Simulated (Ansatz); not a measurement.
**C4H8O: one species, many methods**

An exercise on one series of results from a longer session: the logs are not shown, and one member is left open.

Program: Ansatz 0.2.0, Gaussian basis. Level of theory: functionals in def2-TZVPP, the program's frozen cores in correlated methods. These are calculated values, not measurements.

Levels to be run: PBE-D4, r2SCAN-D4, PBE0-D4, B3LYP-D4, ωB97X-V, ωB97M-V, B2PLYP; CCSD(T)/def2-TZVPP; MP2/def2-QZVPP; extrapolation to the limit.

## Structure used throughout

All runs share one geometry, relaxed beforehand with PBE0-D4 in a triple-zeta def2 set.

SMILES `C=CCCO`, 13 atoms, charge 0, spin multiplicity 1.

Atoms are counted from 1 here; the program's logs count them from 0.

Bond lengths: C1–C2 1.328 Å, C1–H6 1.083 Å, C1–H7 1.086 Å, C2–C3 1.498 Å, C2–H8 1.088 Å, C3–C4 1.516 Å, C3–H9 1.096 Å, C3–H10 1.098 Å, C4–O5 1.410 Å, C4–H11 1.100 Å, C4–H12 1.092 Å, O5–H13 0.962 Å. Angles: C2–C1–H6 121.0°, C2–C1–H7 122.6°, H6–C1–H7 116.4°, C1–C2–C3 126.5°, C1–C2–H8 118.1°, C3–C2–H8 115.3°, C2–C3–C4 115.0°, C2–C3–H9 108.9°, C2–C3–H10 108.8°, C4–C3–H9 108.8°, C4–C3–H10 109.4°, H9–C3–H10 105.7°, C3–C4–O5 112.7°, C3–C4–H11 110.2°, C3–C4–H12 109.6°, O5–C4–H11 111.1°, O5–C4–H12 106.1°, H11–C4–H12 107.0° and more.

The first run:

in.yaml reads:

```yaml
crystal:
  periodic: [false, false, false]
  atoms:
    - {symbol: C, position_ang: [-1.477375, 0.425303, 0.789891]}
    - {symbol: C, position_ang: [-0.256166, 0.084656, 1.183728]}
    - {symbol: C, position_ang: [0.827382, -0.495596, 0.327821]}
    - {symbol: C, position_ang: [0.587297, -0.392083, -1.165170]}
    - {symbol: O, position_ang: [0.577339, 0.941653, -1.623274]}
    - {symbol: H, position_ang: [-2.197203, 0.831523, 1.490283]}
    - {symbol: H, position_ang: [-1.817756, 0.300257, -0.233588]}
    - {symbol: H, position_ang: [0.004646, 0.229986, 2.230005]}
    - {symbol: H, position_ang: [1.773935, 0.001976, 0.568098]}
    - {symbol: H, position_ang: [0.967349, -1.549693, 0.601756]}
    - {symbol: H, position_ang: [-0.344110, -0.910601, -1.436005]}
    - {symbol: H, position_ang: [1.397270, -0.890536, -1.701878]}
    - {symbol: H, position_ang: [-0.020207, 1.439958, -1.057266]}
basis:
  gaussian: {orbitals: def2-TZVPP}
hamiltonian: {xc: pbe, dispersion: d4}
output: {forces: true, orbitals: {seedname: orbitals}}
```

Among the steps run: PBE-D4 (GGA); r2SCAN-D4 (meta-GGA); PBE0-D4 (hybrid); B3LYP-D4 (hybrid); ωB97X-V (range-separated); ωB97M-V (range-separated); B2PLYP (double hybrid); CCSD(T) in def2-TZVPP; MP2 in def2-QZVPP.

One of the session's tables, all rows but one given; the rest of the session is left out.

```
            method  atomisation energy (kcal/mol)
            PBE-D4                         1281.3
         r2SCAN-D4                         1254.4
           PBE0-D4                         1259.5
          B3LYP-D4                         1252.6
           ωB97X-V                         1251.9
           ωB97M-V                         1255.2
            B2PLYP                         1240.5
     HF/def2-TZVPP                              ?
    MP2/def2-TZVPP                         1241.3
   CCSD/def2-TZVPP                         1205.9
CCSD(T)/def2-TZVPP                         1223.5
           MP2/CBS                         1270.2
       CCSD(T)/CBS                         1252.4
```

Q: Estimate the row for HF/def2-TZVPP from the others.

The run gave: atomisation energy (kcal/mol): 921.8. In the column «atomisation energy (kcal/mol)» it is the lowest.

Limits of these values: Free atoms (4 C, 1 O, 8 H) were run apart at each level; the atomisation energy is their sum less the molecule, without zero-point or spin-orbit terms.
